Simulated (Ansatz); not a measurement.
# Strontium, fcc under r²SCAN: from relaxation to bulk modulus

The plan for strontium in the fcc structure: relax it, solve it on a dense k-mesh, switch on spin-orbit coupling, then scale the cell to 7 volumes from 88 to 112 % of the relaxed one and try a fit of the equation of state. The k-meshes are 9×9×9 for the relaxation; 15×15×15 for the dense run; 9×9×9 for spin-orbit coupling; 15×15×15 for the volumes. It starts from a deposited cell (COD).

Computed with Ansatz 0.2.0 (DFT r2SCAN, plane waves (500 eV) with PAW, scalar-relativistic; the PAW data stem from PBE, with regenerated cores, unless a step says otherwise).

## (1) The structure to begin with

The structure is cubic, space group Fm-3m (No. 225). The conventional cell has a = 6.085 Å, b = 6.085 Å, c = 6.085 Å, α = 90.00°, β = 90.00°, γ = 90.00°. Sr (site symmetry m-3m) has 12 Sr at 4.30 Å as nearest neighbours.

Structure file:

```cif
data_structure
_symmetry_space_group_name_H-M 'Fm-3m'
_symmetry_Int_Tables_number 225
_cell_length_a 6.0847
_cell_length_b 6.0847
_cell_length_c 6.0847
_cell_angle_alpha 90.000
_cell_angle_beta 90.000
_cell_angle_gamma 90.000
_cell_volume 225.28
loop_
_atom_site_label
_atom_site_type_symbol
_atom_site_symmetry_multiplicity
_atom_site_Wyckoff_symbol
_atom_site_fract_x
_atom_site_fract_y
_atom_site_fract_z
_atom_site_occupancy
Sr1 Sr 4 a 0.00000 0.00000 0.00000 1
```

## (2) Geometry optimisation

input.yaml reads:

```yaml
crystal:
  lattice:
    - [0.0, 3.04235, 3.04235]
    - [3.04235, 0.0, 3.04235]
    - [3.04235, 3.04235, 0.0]
  atoms:
    - { symbol: Sr, position: [0.0, 0.0, 0.0] }
hamiltonian:
  xc: r2scan
  pseudopotentials:
    kind: paw
    azcp:
      Sr: "pseudopotentials/Sr.paw.azcp"
basis:
  ecutwfc: 500
  fft_grid_basis: typed
kpoints:
  mp_grid: { grid: [9, 9, 9], shift: [0, 0, 0] }
magnetization:
  spin_polarized: false
scf:
  occupations: { method: fermi_dirac, width: 0.1 }
relax:
  max_steps: 60
  f_tol: 0.01
  cell: {}
```

The runs that follow: Dense single point; With spin-orbit coupling; At 88 % of the relaxed volume; At 92 % of the relaxed volume; At 96 % of the relaxed volume; At 100 % of the relaxed volume; At 104 % of the relaxed volume; At 108 % of the relaxed volume; At 112 % of the relaxed volume.

Before running it: what results should come out? Wanted: space group; conventional cell; volume; shortest distance; gap on the mesh; V₀, B₀, B₀′.

**Answer**, as computed:

| quantity | value |
| --- | --- |
| space group (spins left aside) | Fm-3m (No. 225) |
| conventional cell | a = 6.104 Å |
| volume | 56.863 Å³/atom |
| shortest distance | 4.316 Å |
| against the deposited volume | +1.0 % (56.319 Å³/atom) |
| gap on the mesh | none (levels filled in part) |
| V₀, B₀, B₀′ | 56.751 Å³/atom, 11.8 GPa, 2.8 |

What this shows: r²SCAN puts the volume 1.0 % above the deposited one. The deposited cell holds zero-point motion and, unless taken cold, thermal expansion, so the miss against a static lattice is larger still. No gap shows: it is a metal or semimetal at this level. Totals with and without spin-orbit coupling (+4.4 eV/atom apart) can't be read as binding, since the two-component data shift the zero of energy. The fitted modulus is 11.8 GPa, a soft solid.
